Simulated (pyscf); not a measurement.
PySCF, gas phase, ωB97X-D3(BJ)/def2-SVP geometries. MP2 and CC: frozen core, UHF for open shells. ΔMP2 is the change of the MP2 total energy from the triple- to the quadruple-zeta basis.

Problem. Estimate by transition-state theory the rate constant of silanol (HO–SiH₃) + H₂B–F → H₂B–O–SiH₃ + hydrogen fluoride (HF) (singlet surface; H–O, B–F broken, B–O, F–H formed) at 298 K, with CCSD(T)/def2-TZVPP + ΔMP2(QZVPP) energies (ideal gas, 1 atm, RRHO with modes under 100 cm⁻¹ raised to 100, one conformer, R ln 2 for chiral ones without a mode under 150 cm⁻¹; no tunnelling).

Solution. The electronic barrier is 13.0 kcal/mol and the thermal terms add +10.9, so ΔG‡ = 23.9 kcal/mol. With k_BT/h = 6.21e+12 s⁻¹ and RT = 0.592 kcal/mol, and a volume of 4.06e-20 cm³ per molecule at 1 atm, k = 8.3e-25 cm³ molecule⁻¹ s⁻¹. Wigner's tunnelling factor for 944i cm⁻¹ would be 1.86, likely too low at so high a frequency. A shift of 1 kcal/mol in the barrier changes k by a factor 5.4. On the reactant side the descent ends in an adduct with a B–O contact, 9.5 kcal/mol under the separated species and 21.2 kcal/mol under the saddle at ωB97X-D3(BJ)/def2-TZVP. On the product side the descent ends in a complex (not fully relaxed), 6.4 kcal/mol under the separated species and 16.8 kcal/mol under the saddle at ωB97X-D3(BJ)/def2-TZVP. What is counted as formed (B–O) is already present as a longer contact in the reactant adduct; forming that adduct is a step of its own. This is the saddle that the search found; another between the same sides may lie lower. The CCSD(T) − MP2 part came from Ansatz, without density fitting, on the same reference.
